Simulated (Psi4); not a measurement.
Psi4 input (wB97X-D/6-31G*):

```
memory 1500 MB

molecule {
-1 1
N     0.00073453   -0.00649234    0.32080948
O     0.02743334    1.09989995   -0.11821611
O    -0.02807606   -1.09421916   -0.16249219
symmetry c1
no_reorient
no_com
}

set {
  basis 6-31G*
  reference rks
  scf_type pk
  dft_radial_points 99
  dft_spherical_points 590
  e_convergence 1e-8
  d_convergence 1e-7
  maxiter 150
}

e = energy('wb97x-d')
print_out(f'\nFINAL {e:.10f} DIPOLE {variable("CURRENT DIPOLE")[0]:.6f} {variable("CURRENT DIPOLE")[1]:.6f} {variable("CURRENT DIPOLE")[2]:.6f}\n')
```

### Question
Predict the final energy.

### Answer
-205.01334 Eh.
